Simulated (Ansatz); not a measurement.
**One shape, several levels: C3H5F3 (SMILES CC(F)C(F)F)**

We compute a comparison of 6 runs (HF/STO-3G, PBE/STO-3G, PBE0/def2-SVP, MP2/def2-SVP, MP2/pcseg-1, CCSDT(Q)/STO-6G) of C3H5F3. 

Program for the calculation: Ansatz 0.2.0.

4 further runs of the same task are left out: 1 that didn't finish, 3 set aside as unsound or not needed.

## 1. The structure to begin with

C3H5F3: 11 atoms, total charge 0, spin state singlet. SMILES: `CC(F)C(F)F`. The coordinates come from a PBE0-D4/def2-TZVP relaxation. This is one conformer, not always the lowest.

Bond lengths: C1–C2 1.504 Å, C2–F3 1.384 Å, C2–C4 1.517 Å, C4–F5 1.357 Å, C4–F6 1.352 Å, C1–H7 1.090 Å, C1–H8 1.090 Å, C1–H9 1.091 Å, C2–H10 1.096 Å, C4–H11 1.094 Å. Some angles: C1–C2–F3 110.1°, C1–C2–C4 113.7°, F3–C2–C4 106.8°, C2–C4–F5 108.9°, C2–C4–F6 111.1°, F5–C4–F6 107.7°, C1–C2–H10 111.4°, F3–C2–H10 107.4°, C4–C2–H10 107.1°, C2–C1–H7 110.5°.

## 2. Energy and gradient at HF/STO-3G (run 1)

run.yaml reads:

```yaml
crystal:
  periodic: [false, false, false]
  atoms:
    - {symbol: C, position_ang: [-0.101400, 1.165700, -0.532000]}
    - {symbol: C, position_ang: [0.121700, -0.321300, -0.508300]}
    - {symbol: F, position_ang: [1.396400, -0.619200, -0.957800]}
    - {symbol: C, position_ang: [-0.010800, -0.936600, 0.872500]}
    - {symbol: F, position_ang: [-1.308100, -0.862000, 1.263800]}
    - {symbol: F, position_ang: [0.731600, -0.262000, 1.779100]}
    - {symbol: H, position_ang: [0.626300, 1.670700, 0.103400]}
    - {symbol: H, position_ang: [-0.002000, 1.536300, -1.552600]}
    - {symbol: H, position_ang: [-1.105300, 1.398100, -0.172400]}
    - {symbol: H, position_ang: [-0.586200, -0.841900, -1.162600]}
    - {symbol: H, position_ang: [0.303300, -1.984900, 0.887400]}
basis:
  gaussian:
    orbitals: STO-3G
accuracy: high
output: {forces: true, orbitals: {seedname: orbitals}}
hamiltonian:
  xc: hf
```

Launch:

```
$ ansatz run run.yaml --threads 1 --pin off --max-ram 2610MiB --events-out events.jsonl --progress --plain --runs-dir runs
```

What it wrote, cut to the lines that bear on the results:

```text
Warning: RAYON_NUM_THREADS=1 ignored (pool sized by the plan → 1); use --threads N
Functional definition: HF
  name "HF"
[...]
777 factors; integrals over basis functions are off by at most 4.6e-8 eV
[...]
mean field -11135.91325630 eV, -409.2372639759 hartree, gradient 1.9e-8 eV, S^2 0.000000; 0 other end points of the search recorded, 0 dependent functions left out
[...]
reference -11135.91325630 eV, -409.2372639759 hartree; 25, 25 occupied and 10, 10 virtual orbitals, 777 factors
Total energy: -11135.91325630 eV, -409.2372639759 hartree
Atom 0 at    -0.101400     1.165700    -0.532000 Å, force    -0.606487     1.742670     0.029534 eV/Å
Atom 1 at     0.121700    -0.321300    -0.508300 Å, force     0.994638    -1.282530    -2.038328 eV/Å
Atom 2 at     1.396400    -0.619200    -0.957800 Å, force     0.610802     0.001398    -0.365071 eV/Å
Atom 3 at    -0.010800    -0.936600     0.872500 Å, force    -0.464365    -0.694411     1.072330 eV/Å
Atom 4 at    -1.308100    -0.862000     1.263800 Å, force    -1.605988    -0.005651     0.580160 eV/Å
Atom 5 at     0.731600    -0.262000     1.779100 Å, force     1.047538     0.931576     1.182204 eV/Å
Atom 6 at     0.626300     1.670700     0.103400 Å, force    -0.145904    -0.078605    -0.138615 eV/Å
Atom 7 at    -0.002000     1.536300    -1.552600 Å, force     0.002286    -0.017393     0.242263 eV/Å
Atom 8 at    -1.105300     1.398100    -0.172400 Å, force     0.253119     0.009826    -0.082099 eV/Å
Atom 9 at    -0.586200    -0.841900    -1.162600 Å, force    -0.361156     0.124328    -0.081296 eV/Å
Atom 10 at     0.303300    -1.984900     0.887400 Å, force     0.275517    -0.731208    -0.401082 eV/Å
Dipole moment:    -0.129510    -0.015492    -0.166962 e Å
```

It took 1.9 s on 1 thread of Intel Xeon Platinum 8259CL at 2.50GHz (Skylake/Cascade Lake), shared host; peak memory 0.11 GiB.

## 3. Energy and gradient at PBE/STO-3G (run 2)

input.yaml reads:

```yaml
basis:
  gaussian:
    orbitals: STO-3G
crystal:
  periodic: [false, false, false]
  atoms:
    - symbol: C
      position_ang: [-0.101400, 1.165700, -0.532000]
    - symbol: C
      position_ang: [0.121700, -0.321300, -0.508300]
    - symbol: F
      position_ang: [1.396400, -0.619200, -0.957800]
    - symbol: C
      position_ang: [-0.010800, -0.936600, 0.872500]
    - symbol: F
      position_ang: [-1.308100, -0.862000, 1.263800]
    - symbol: F
      position_ang: [0.731600, -0.262000, 1.779100]
    - symbol: H
      position_ang: [0.626300, 1.670700, 0.103400]
    - symbol: H
      position_ang: [-0.002000, 1.536300, -1.552600]
    - symbol: H
      position_ang: [-1.105300, 1.398100, -0.172400]
    - symbol: H
      position_ang: [-0.586200, -0.841900, -1.162600]
    - symbol: H
      position_ang: [0.303300, -1.984900, 0.887400]
hamiltonian:
  xc: pbe
accuracy: high
output:
  forces: true
  orbitals: {seedname: orbitals}
```

Launch:

```
$ ansatz run input.yaml --threads 1 --pin off --max-ram 2610MiB --events-out events.jsonl --progress --plain --runs-dir runs
```

What it wrote, cut to the lines that bear on the results:

```text
Warning: RAYON_NUM_THREADS=1 ignored (pool sized by the plan → 1); use --threads N
Functional definition: PBE
  name "PBE"
[...]
777 factors; integrals over basis functions are off by at most 4.6e-8 eV
[...]
mean field -11173.18139589 eV, -410.6068428445 hartree, gradient 3.9e-8 eV, S^2 0.000000; 0 other end points of the search recorded, 0 dependent functions left out
[...]
reference -11173.18139798 eV, -410.6068429214 hartree; 25, 25 occupied and 10, 10 virtual orbitals, 777 factors
Total energy: -11173.18139798 eV, -410.6068429214 hartree
Atom 0 at    -0.101400     1.165700    -0.532000 Å, force    -0.620159     1.309967     0.025375 eV/Å
Atom 1 at     0.121700    -0.321300    -0.508300 Å, force     0.773223    -0.617283    -1.964731 eV/Å
Atom 2 at     1.396400    -0.619200    -0.957800 Å, force     2.133799    -0.341464    -0.875652 eV/Å
Atom 3 at    -0.010800    -0.936600     0.872500 Å, force    -0.430873    -0.637002     0.785613 eV/Å
Atom 4 at    -1.308100    -0.862000     1.263800 Å, force    -3.420821    -0.003869     0.982390 eV/Å
Atom 5 at     0.731600    -0.262000     1.779100 Å, force     2.177285     1.743163     2.198961 eV/Å
Atom 6 at     0.626300     1.670700     0.103400 Å, force     0.402494     0.295598     0.377733 eV/Å
Atom 7 at    -0.002000     1.536300    -1.552600 Å, force     0.056665     0.288022    -0.529357 eV/Å
Atom 8 at    -1.105300     1.398100    -0.172400 Å, force    -0.543407     0.227864     0.200748 eV/Å
Atom 9 at    -0.586200    -0.841900    -1.162600 Å, force    -1.209799    -0.344533    -0.701554 eV/Å
Atom 10 at     0.303300    -1.984900     0.887400 Å, force     0.681593    -1.920464    -0.499525 eV/Å
Dipole moment:    -0.094296     0.004367    -0.096853 e Å
```

It took 5.7 s on 1 thread of Intel Xeon Platinum 8259CL at 2.50GHz (Skylake/Cascade Lake), shared host; peak memory 0.15 GiB.

## 4. Energy and gradient at PBE0/def2-SVP (run 3)

molecule.yaml reads:

```yaml
crystal:
  periodic: [false, false, false]
  atoms:
    - {symbol: C, position_ang: [-0.101400, 1.165700, -0.532000]}
    - {symbol: C, position_ang: [0.121700, -0.321300, -0.508300]}
    - {symbol: F, position_ang: [1.396400, -0.619200, -0.957800]}
    - {symbol: C, position_ang: [-0.010800, -0.936600, 0.872500]}
    - {symbol: F, position_ang: [-1.308100, -0.862000, 1.263800]}
    - {symbol: F, position_ang: [0.731600, -0.262000, 1.779100]}
    - {symbol: H, position_ang: [0.626300, 1.670700, 0.103400]}
    - {symbol: H, position_ang: [-0.002000, 1.536300, -1.552600]}
    - {symbol: H, position_ang: [-1.105300, 1.398100, -0.172400]}
    - {symbol: H, position_ang: [-0.586200, -0.841900, -1.162600]}
    - {symbol: H, position_ang: [0.303300, -1.984900, 0.887400]}
basis:
  gaussian:
    orbitals: def2-SVP
accuracy: high
hamiltonian:
  xc: pbe0
output: {forces: true, orbitals: {seedname: orbitals}}
magnetization:
  spin_polarized: false
```

Launch:

```
$ ansatz run molecule.yaml --threads 1 --pin off --max-ram 2610MiB --events-out events.jsonl --progress --plain --runs-dir runs
```

What it wrote, cut to the lines that bear on the results:

```text
Warning: RAYON_NUM_THREADS=1 ignored (pool sized by the plan → 1); use --threads N
Functional definition: PBE0
  name "PBE0"
[...]
2620 factors; integrals over basis functions are off by at most 3.6e-9 eV
[...]
mean field -11323.09313626 eV, -416.1159976892 hartree, gradient 5.7e-8 eV, S^2 0.000000; 0 other end points of the search recorded, 0 dependent functions left out
[...]
reference -11323.09313834 eV, -416.1159977658 hartree; 25, 25 occupied and 84, 84 virtual orbitals, 2620 factors
Total energy: -11323.09313834 eV, -416.1159977658 hartree
Atom 0 at    -0.101400     1.165700    -0.532000 Å, force    -0.037324    -0.228670    -0.020855 eV/Å
Atom 1 at     0.121700    -0.321300    -0.508300 Å, force     0.482504    -0.013448     0.075628 eV/Å
Atom 2 at     1.396400    -0.619200    -0.957800 Å, force    -0.173551     0.056076     0.081193 eV/Å
Atom 3 at    -0.010800    -0.936600     0.872500 Å, force    -0.216260     0.378197     0.280750 eV/Å
Atom 4 at    -1.308100    -0.862000     1.263800 Å, force     0.155096     0.002171    -0.084308 eV/Å
Atom 5 at     0.731600    -0.262000     1.779100 Å, force    -0.072809    -0.055202    -0.163182 eV/Å
Atom 6 at     0.626300     1.670700     0.103400 Å, force     0.203171     0.103816     0.183265 eV/Å
Atom 7 at    -0.002000     1.536300    -1.552600 Å, force     0.035457     0.107668    -0.263344 eV/Å
Atom 8 at    -1.105300     1.398100    -0.172400 Å, force    -0.251257     0.061323     0.101364 eV/Å
Atom 9 at    -0.586200    -0.841900    -1.162600 Å, force    -0.228146    -0.114950    -0.142317 eV/Å
Atom 10 at     0.303300    -1.984900     0.887400 Å, force     0.103120    -0.296981    -0.048193 eV/Å
Dipole moment:    -0.194292    -0.020729    -0.219953 e Å
```

Run time: 25 s. Hardware: 1 thread of Intel Xeon Platinum 8259CL at 2.50GHz (Skylake/Cascade Lake), shared host; peak memory 0.45 GiB.

Runs 4 to 5 aren't shown in full; the table further down has their settings and results.

## 5. A single-point energy at CCSDT(Q)/STO-6G (run 6)

job.yaml reads:

```yaml
crystal:
  periodic: [false, false, false]
  atoms:
    - {symbol: C, position_ang: [-0.101400, 1.165700, -0.532000]}
    - {symbol: C, position_ang: [0.121700, -0.321300, -0.508300]}
    - {symbol: F, position_ang: [1.396400, -0.619200, -0.957800]}
    - {symbol: C, position_ang: [-0.010800, -0.936600, 0.872500]}
    - {symbol: F, position_ang: [-1.308100, -0.862000, 1.263800]}
    - {symbol: F, position_ang: [0.731600, -0.262000, 1.779100]}
    - {symbol: H, position_ang: [0.626300, 1.670700, 0.103400]}
    - {symbol: H, position_ang: [-0.002000, 1.536300, -1.552600]}
    - {symbol: H, position_ang: [-1.105300, 1.398100, -0.172400]}
    - {symbol: H, position_ang: [-0.586200, -0.841900, -1.162600]}
    - {symbol: H, position_ang: [0.303300, -1.984900, 0.887400]}
basis:
  gaussian: {orbitals: STO-6G.json}
correlation: {method: ccsdt_q, electrons: all}
accuracy: high
output: {orbitals: {seedname: orbitals}}
```

The basis set STO-6G is read from a file made from the Basis Set Exchange's data (not shown).

Launch:

```
$ ansatz run job.yaml --threads 1 --pin off --max-ram 2610MiB --events-out events.jsonl --progress --plain --runs-dir runs
```

What it wrote, cut to the lines that bear on the results:

```text
Warning: RAYON_NUM_THREADS=1 ignored (pool sized by the plan → 1); use --threads N
[... 2 set-up lines as earlier in the session ...]
[...]
796 factors; integrals over basis functions are off by at most 5.5e-9 eV
[...]
mean field -11242.07490341 eV, -413.1386325481 hartree, gradient 2.2e-8 eV, S^2 0.000000; 0 other end points of the search recorded, 0 dependent functions left out
reference -11242.07490341 eV, -413.1386325481 hartree; 25, 25 occupied and 10, 10 virtual orbitals, 796 factors
second order -5.36231267 eV of doubles, -0.00000000 eV of singles
cycle   1  -6.44005544 eV  change    -1.1e0 eV  update   8.8e-2
[...]
cycle  22  -7.16123716 eV  change  -7.7e-11 eV  update   1.7e-9
perturbative correction -0.00295881 eV, -0.0001087341 hartree
Total energy: -11249.23909938 eV, -413.4019118939 hartree
```

It took 65 s on 1 thread of Intel Xeon Platinum 8259CL at 2.50GHz (Skylake/Cascade Lake), shared host; peak memory 0.87 GiB.

## 6. Overview of the runs

```
run            level  frozen core orbitals      task  energy (Eh)  dipole moment (D)  HOMO energy (eV)  LUMO energy (eV)  wall time
  1        HF/STO-3G                     –  gradient  -409.237264               1.02            -10.23             13.58      1.9 s
  2       PBE/STO-3G                     –  gradient  -410.606843               0.65             -2.40              6.01      5.7 s
  3    PBE0/def2-SVP                     –  gradient  -416.115998               1.41             -9.32              1.97       25 s
  4     MP2/def2-SVP                     6  gradient  -415.470166               1.42            -13.74              4.88       20 s
  5      MP2/pcseg-1                     6  gradient  -415.676341               1.53            -13.83              4.31       21 s
  6  CCSDT(Q)/STO-6G                     0    energy  -413.401912                  –            -10.48             13.20       65 s
```

## 7. What came out

| quantity | value |
| --- | --- |
| run 6: total energy | -413.40191 Eh |
| run 6: HOMO energy (Hartree–Fock orbitals) | -10.48 eV |
| run 6: LUMO energy (Hartree–Fock orbitals) | 13.20 eV |
| run 6: HOMO–LUMO gap (Hartree–Fock orbitals) | 23.68 eV |
| run 6: correlation energy | -263.3 mEh |
| run 6: T1 diagnostic | 0.006 |

**Reading.** Over runs 1, 2, 3, 4, 5 the dipole moment (its size) runs from 0.65 D (PBE/STO-3G) to 1.53 D (MP2/pcseg-1). The two ends differ in method and basis. Over runs 1, 2, 3 the HOMO–LUMO gap runs from 8.41 eV (PBE/STO-3G) to 23.81 eV (HF/STO-3G). Exact exchange widens orbital gaps. Totals of different functionals can't be ranked against each other. In runs 1, 2, 6 the basis is minimal, so the values are rough. All runs together took 2.3 min, the longest 65 s.
